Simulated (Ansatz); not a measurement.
ZrSe₃ (P2₁/m, No. 11)

These are LDA (PAW; Ansatz, a quantum-chemistry and plane-wave program) values and carry that method's errors.

Settings: plane-wave cutoff 520 eV, 6×10×4 k mesh (along the axes of the cell as run), Fermi–Dirac smearing 0.01 eV, scalar-relativistic PAW data made under PBE.

Cell: measured lattice: a = 5.410 Å, b = 3.770 Å, c = 9.450 Å, α = 90.00°, β = 97.50°, γ = 90.00°.

| Property | Result |
|---|---|
| band gap | 0.27 eV |
| smallest direct gap on the k points sampled | 0.62 eV |
| Γ–Γ gap | 0.69 eV |

Measured, for comparison: band gap 1.1 eV (temperature not stated, not corrected to a static lattice, indirect, absorption, single crystal; as tabulated in Patel et al., Bull. Mater. Sci. 28, 405 (2005)).

Note: cell and atoms aren't relaxed at this level (largest force component 0.14 eV/Å, pressure -2.8 GPa).

Spin–orbit coupling is not included.

The result took roughly 5 core-minutes.
